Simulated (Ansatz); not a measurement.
# LiS+ (triplet): the correlation ladder at distance S1–Li2 = 2.221 Å, cc-pVDZ

An exercise on one series of results from a longer session: the logs are not shown, and one member is left open.

The runs use Ansatz 0.2.0, Gaussian basis; cc-pVDZ, core rule «outside noble gas», up to 6 orbitals frozen.

The runs, in order: UHF; CCSD(T) on ROHF; CCSD(T) on UHF; BCCD(T) on ROHF; CISD as a restricted active space (open shells left free, so some higher excitations enter); CCSDT(Q) on ROHF; CCSDT(Q) on UHF; CASSCF and MRCISD+Q, 4 electrons in 4 orbitals; CASSCF and NEVPT2, 4 electrons in 4 orbitals; Full CI.

63 further runs of the same task are left out: 43 for a known fault of the program, 18 that didn't finish, 2 set aside as unsound or not needed. Runs told in other sessions of the task aren't counted.

### What is computed

The geometry derives from a PBE0/def2-TZVP stationary point (not a proven minimum). One bond is set to the value named and the two fragments are kept rigid.

2 atoms, charge 1, spin multiplicity 3.

Atoms are counted from 1 here; the program's logs count them from 0.

Bond lengths: S1–Li2 2.221 Å.

Geometry (Å):

```xyz
2
LiS
S     0.0000    0.0000    0.0000
Li    0.0000    0.0000    2.2210
```

The first run:

Contents of in.yaml:

```yaml
crystal:
  periodic: [false, false, false]
  atoms:
    - {symbol: S, position_ang: [0.000000, 0.000000, 0.000000]}
    - {symbol: Li, position_ang: [0.000000, 0.000000, 2.221000]}
basis:
  gaussian: {orbitals: cc-pVDZ}
total_charge: 1
magnetization: {spin_polarized: true, initial_magnetization: 2}
hamiltonian: {xc: hf}
output: {orbitals: {seedname: orbitals}}
```

Command:

```console
> ansatz run in.yaml --threads 1 --pin off --events-out ev --progress --plain --max-ram 2393MiB
```

Steps of the session up to this table: UHF; CCSD(T) on ROHF; CCSD(T) on UHF; BCCD(T) on ROHF; CISD as a restricted active space (open shells left free, so some higher excitations enter); CCSDT(Q) on ROHF; CCSDT(Q) on UHF; CASSCF and MRCISD+Q, 4 electrons in 4 orbitals; CASSCF and NEVPT2, 4 electrons in 4 orbitals; Full CI.

One table of the session follows, with a row left open; its other results are not shown here.

It belongs to the step «Misses and costs». 

```
   method  from FCI (kJ/mol)
     ROHF                  ?
      UHF             +279.2
     RMP2              +53.3
     UMP2              +55.5
     CISD              +12.0
    RCCSD               +5.4
    UCCSD               +5.1
 RCCSD(T)               +1.3
 UCCSD(T)               +1.2
  BCCD(T)               +1.2
   RCCSDT               +0.3
   UCCSDT               +0.3
RCCSDT(Q)                0.0
UCCSDT(Q)                0.0
      FCI                  0
```

**Question.** Estimate the row for ROHF.

As computed: from FCI (kJ/mol): +291.2. In the column «from FCI (kJ/mol)» it is the highest.

Left out of the table: CASSCF pair, NEVPT2 pair, MRCISD pair, MRCISD+Q pair (the active space lost an orbital or holds another state than full CI finds).

Limits of these values: Levels on UHF freeze UHF's core orbitals, full CI those of ROHF, so the U rows can settle a little off it for that reason alone. Restricted and unrestricted rows rest on different reference determinants; a gap between their highest levels can come from leftover correlation error, from unlike frozen cores or from another state. Warnings in the runs' records: passed over end.
